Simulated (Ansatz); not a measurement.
**CH₆AlN (built from SMILES C=N.[AlH3]): one structure at several levels**

The atoms stand at a displaced guess of a reacting structure. How far do the functionals agree with CCSD(T) there?

Method: single points in def2-TZVPP; program: Ansatz 0.2.0, Gaussian basis.

Cores are frozen in the correlated methods.

## (1) Where the work starts

9 atoms, charge 0, spin multiplicity 1.

Atoms are counted from 1 here; the program's logs count them from 0.

Bond lengths: Al1–H2 1.746 Å, Al1–H3 1.629 Å, Al1–H4 1.605 Å, Al1–N5 2.249 Å, N5–C6 1.371 Å, N5–H7 1.102 Å, C6–H8 1.208 Å, C6–H9 1.135 Å. Angles: H2–Al1–H3 109.2°, H2–Al1–H4 116.6°, H2–Al1–N5 74.1°, H3–Al1–H4 123.0°, H3–Al1–N5 120.0°, H4–Al1–N5 104.1°, Al1–N5–C6 80.5°, Al1–N5–H7 120.4°, C6–N5–H7 114.5°, N5–C6–H8 122.4°, N5–C6–H9 114.5°, H8–C6–H9 113.7°.

Geometry (Å):

```xyz
9
charge 0, multiplicity 1
Al   -1.10670    0.01950   -0.76660
H    -0.45840   -1.15150    0.35440
H    -0.97610   -0.56020   -2.28300
H    -2.36790    0.87390   -0.26210
N     0.65630    1.01440    0.21300
C     0.95280   -0.29550    0.48790
H     0.51510    1.64780    1.10410
H     1.34280   -0.65730    1.57220
H     1.41820   -0.86490   -0.37720
```

## (2) CCSD(T)/def2-TZVPP

Input file run/in.yaml:

```yaml
crystal:
  periodic: [false, false, false]
  atoms:
    - {symbol: Al, position_ang: [-1.106700, 0.019500, -0.766600]}
    - {symbol: H, position_ang: [-0.458400, -1.151500, 0.354400]}
    - {symbol: H, position_ang: [-0.976100, -0.560200, -2.283000]}
    - {symbol: H, position_ang: [-2.367900, 0.873900, -0.262100]}
    - {symbol: N, position_ang: [0.656300, 1.014400, 0.213000]}
    - {symbol: C, position_ang: [0.952800, -0.295500, 0.487900]}
    - {symbol: H, position_ang: [0.515100, 1.647800, 1.104100]}
    - {symbol: H, position_ang: [1.342800, -0.657300, 1.572200]}
    - {symbol: H, position_ang: [1.418200, -0.864900, -0.377200]}
basis:
  gaussian: {orbitals: def2-TZVPP}
correlation: {method: ccsd_t}
output: {forces: true}
```

No record of the launch command was kept for these runs.

## (3) PBE0-D4/def2-TZVPP

Edit run/in.yaml of step 2 so:

```diff
@@ -14,3 +14,3 @@
   gaussian: {orbitals: def2-TZVPP}
-correlation: {method: ccsd_t}
-output: {forces: true}
+hamiltonian: {xc: pbe0, dispersion: d4}
+output: {forces: true, orbitals: {seedname: orbitals}}
```

## (4) wB97M-V/def2-TZVPP

Edit run/in.yaml of step 3 so:

```diff
@@ -14,3 +14,3 @@
   gaussian: {orbitals: def2-TZVPP}
-hamiltonian: {xc: pbe0, dispersion: d4}
-output: {forces: true, orbitals: {seedname: orbitals}}
+hamiltonian: {xc: {name: wB97M-V}}
+output: {forces: true}
```

## (5) r2SCAN-D4/def2-TZVPP

Edit run/in.yaml of step 4 so:

```diff
@@ -14,3 +14,3 @@
   gaussian: {orbitals: def2-TZVPP}
-hamiltonian: {xc: {name: wB97M-V}}
+hamiltonian: {xc: r2scan, dispersion: d4}
 output: {forces: true}
```

## (6) PBE-D4/def2-TZVPP

Edit run/in.yaml of step 5 so:

```diff
@@ -14,3 +14,3 @@
   gaussian: {orbitals: def2-TZVPP}
-hamiltonian: {xc: r2scan, dispersion: d4}
+hamiltonian: {xc: pbe, dispersion: d4}
 output: {forces: true}
```

## (7) SPW92/def2-TZVPP

Edit run/in.yaml of step 6 so:

```diff
@@ -14,3 +14,3 @@
   gaussian: {orbitals: def2-TZVPP}
-hamiltonian: {xc: pbe, dispersion: d4}
+hamiltonian: {xc: lda}
 output: {forces: true}
```

## (8) revPBE-D4/def2-TZVPP

Edit run/in.yaml of step 7 so:

```diff
@@ -14,3 +14,3 @@
   gaussian: {orbitals: def2-TZVPP}
-hamiltonian: {xc: lda}
+hamiltonian: {xc: {name: revPBE}, dispersion: d4}
 output: {forces: true}
```

(Steps that only read results are left out.)

Q: Predict the outcome of this session. Wanted: energy less free atoms, CCSD(T)/def2-TZVPP; RMS force component; RMS force error; HOMO and LUMO, PBE0-D4; T1 diagnostic.

The runs gave:

| quantity | value |
| --- | --- |
| energy less free atoms, CCSD(T)/def2-TZVPP | -27.129 eV |
| RMS force component | 0.840 to 1.016 eV/Å over the methods |
| RMS force error | PBE0-D4 0.157, wB97M-V 0.132, r2SCAN-D4 0.101, PBE-D4 0.152, SPW92 0.281, revPBE-D4 0.155 eV/Å |
| HOMO and LUMO, PBE0-D4 | -7.06 and -1.50 eV |
| T1 diagnostic | 0.019 |

What this shows: Against CCSD(T) the functionals' energies less atoms differ by -4.876 to -0.657 eV, PBE-D4 by -1.404 eV. A larger basis would deepen the CCSD(T) value, while the functionals are nearly converged already, so the order here is not reliable. For forces r2SCAN-D4 does best and SPW92 worst. Frozen-core CCSD(T) forces in triple zeta carry basis errors of their own, and this is one geometry, so small gaps rank nothing.
